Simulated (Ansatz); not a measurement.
doublet COS(+): levels of theory in one basis

```xyz
3

O     0.0000   -0.0003   -1.2980
C     0.0000   -0.0001   -0.1676
S     0.0000    0.0003    1.4656
```

Basis set: def2-SVP (spherical functions). Frozen core: 7 orbitals. Correlation on ROHF uses semicanonical orbitals with singles. Charge 1, multiplicity 2.

Computed with Ansatz (development build ahead of 0.2.0); each method stands on the lowest determinant of its kind that the runs found.

```tsv
method	E − E(ROHF) (eV)	<S²> of the determinant
ROHF	0.00	0.75
UHF	-0.19	0.83
ROHF-MP2	-11.16	–
ROHF-CCSD(T)	-12.00	–
UHF-CCSD(T)	-12.00	0.83
```

Question: What does UHF-MP2 give on the same scale?

Answer: -10.97 eV.
